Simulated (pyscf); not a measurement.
A first-order saddle from PySCF, ωB97X-D3(BJ)/def2-SVP:

```xyz
8

O     -0.5869     0.0552    -0.5607
Si     0.2942    -0.4416     0.7608
O     -0.1847     0.4660     2.0579
H     -0.2134    -0.0910    -1.4355
H     -0.0111    -1.9768     1.1892
H      1.7536    -0.2978     0.4531
H     -0.3879     1.3932     1.8925
H     -0.2598    -3.0036     1.5248
```
Charge 0, spin multiplicity 2.

Surface: doublet, charge 0. Lowest wavenumbers (cm⁻¹): 1087i, 130, 168, 181, 204.

Q: Which two sides does it connect, and which bonds change?

A: HO–SiH₂–OH (SMILES O[SiH2]O) + H• (SMILES [H]) ⇌ HO–SiH•–OH (SMILES O[SiH]O) + H₂ (SMILES [H][H]), a hydrogen abstraction read from left to right: H–Si broken and H–H formed. At ωB97M-D3(BJ)/def2-TZVP it lies +7.2 kcal/mol from the left side and +14.8 kcal/mol from the right (each side as separated species at their lowest minima found). One saddle was located; it need not be the lowest between these sides. The angle at the transferred H is 177°.
